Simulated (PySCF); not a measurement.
Species: cyclopentanol, C5H10O.
Atom-mapped SMILES: `[OH:1][CH:2]1[CH2:3][CH2:4][CH2:5][CH2:6]1` (hydrogens: H7 on O1; H8 on C2; H9, H10 on C3; H11, H12 on C4; H13, H14 on C5; H15, H16 on C6)

The same species was optimised twice, with GFN2-xTB and with PBE0-D3(BJ)/def2-SVP (PySCF), and the same property calculations (PySCF, gas phase) were run on both structures.

```tsv
coordinate	GFN2-xTB	PBE0-D3(BJ)/def2-SVP	change
C4–C5 (Å)	1.525	1.548	+0.023
C2–C3 (Å)	1.540	1.521	-0.019
C2–C6 (Å)	1.542	1.527	-0.015
C5–C6 (Å)	1.526	1.535	+0.009
C3–C4 (Å)	1.530	1.538	+0.008
O1–C2 (Å)	1.413	1.411	-0.002
C3–C2–C6 (°)	105.5	102.2	-3.3
C4–C5–C6 (°)	102.6	105.4	+2.8
C3–C4–C5 (°)	103.5	105.7	+2.2
C2–C3–C4 (°)	106.2	104.4	-1.8
O1–C2–C6 (°)	112.8	111.6	-1.2
C2–C6–C5 (°)	104.5	103.9	-0.6
O1–C2–C3 (°)	107.6	107.2	-0.4
```

Rotational constants: A = 5783, B = 3307, C = 2545 MHz (GFN2-xTB) against A = 5016, B = 3654, C = 2948 MHz (PBE0-D3(BJ)/def2-SVP). Some torsions differ by more than 30° (O1–C2–C3–C4 125° against 77°; C2–C3–C4–C5 -28° against 24°; C3–C4–C5–C6 41° against 2°), so the changes below aren't those of bond lengths and angles alone. Atoms that the bonding makes alike are paired by their places after alignment.

On the GFN2-xTB structure: HOMO (eV) -7.56 [PBE0/pcSseg-1]; LUMO (eV) 1.32 [PBE0/pcSseg-1]; dipole (D) 1.51 [PBE0/pcSseg-1]; GIAO shielding of O1 (ppm) 264.6 [PBE0/pcSseg-1]; GIAO shielding of C2 (ppm) 109.9 [PBE0/pcSseg-1]; GIAO shielding of C3/C6 (mean) (ppm) 146.0 [PBE0/pcSseg-1]; GIAO shielding of C4/C5 (mean) (ppm) 157.3 [PBE0/pcSseg-1].

Task: What do these properties become on the PBE0-D3(BJ)/def2-SVP structure?

Result: 
```json
{"property": "HOMO (eV)", "level": "PBE0/pcSseg-1", "on GFN2-xTB": "-7.56", "on PBE0-D3(BJ)/def2-SVP": "-7.70", "change": "-0.14"}
{"property": "LUMO (eV)", "level": "PBE0/pcSseg-1", "on GFN2-xTB": "1.32", "on PBE0-D3(BJ)/def2-SVP": "1.13", "change": "-0.19"}
{"property": "dipole (D)", "level": "PBE0/pcSseg-1", "on GFN2-xTB": "1.51", "on PBE0-D3(BJ)/def2-SVP": "1.50", "change": "-0.01"}
{"property": "energy, GFN2-xTB geometry as zero (kcal/mol)", "level": "PBE0/pcSseg-1", "on GFN2-xTB": "0.0", "on PBE0-D3(BJ)/def2-SVP": "-0.7", "change": "-0.7"}
{"property": "GIAO shielding of O1 (ppm)", "level": "PBE0/pcSseg-1", "on GFN2-xTB": "264.6", "on PBE0-D3(BJ)/def2-SVP": "271.8", "change": "+7.2"}
{"property": "GIAO shielding of C2 (ppm)", "level": "PBE0/pcSseg-1", "on GFN2-xTB": "109.9", "on PBE0-D3(BJ)/def2-SVP": "108.7", "change": "-1.2"}
{"property": "GIAO shielding of C3/C6 (mean) (ppm)", "level": "PBE0/pcSseg-1", "on GFN2-xTB": "146.0", "on PBE0-D3(BJ)/def2-SVP": "146.7", "change": "+0.7"}
{"property": "GIAO shielding of C4/C5 (mean) (ppm)", "level": "PBE0/pcSseg-1", "on GFN2-xTB": "157.3", "on PBE0-D3(BJ)/def2-SVP": "161.1", "change": "+3.8"}
```

The heavy atoms differ by 0.301 Å rms after alignment. Among bonds between heavy atoms C4–C5 changes most (+0.023 Å). Changes are differences of the printed values. Neither structure is proved a minimum here.
